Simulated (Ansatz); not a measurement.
# NH₄⁺, singlet: vertical spin and charge gaps

Geometry (PBE0/def2-TZVP stationary point for this spin, not checked as a minimum):

```xyz
5

N     0.0000    0.0000    0.0000
H     0.5903    0.5923    0.5902
H    -0.5929   -0.5882    0.5917
H    -0.5890    0.5896   -0.5943
H     0.5916   -0.5937   -0.5876
```

Basis 6-31G; Ansatz 0.2.0. Correlated methods freeze the noble-gas cores. Active spaces: valence = (8e, 8o) chosen from the atoms' valence shells.

Gaps are energies of the second state less the first, at fixed atoms, for a selection of the levels run; each method lands on the state that its own search finds for that charge and spin.

Triplet less singlet: 14.903 eV at full CI (singlet A1, triplet B1, in C2v).

```csv
level,gap (eV),error (meV)
CISD,14.897,-6
CISDTQ,14.905,2
CASSCF (valence space),15.343,440
NEVPT2 (valence space),15.053,150
MRCISD (valence space),15.005,102
MRCISD+Q (valence space),14.995,92
```

Full CI is exact within this basis and frozen core; it isn't the basis-set limit.
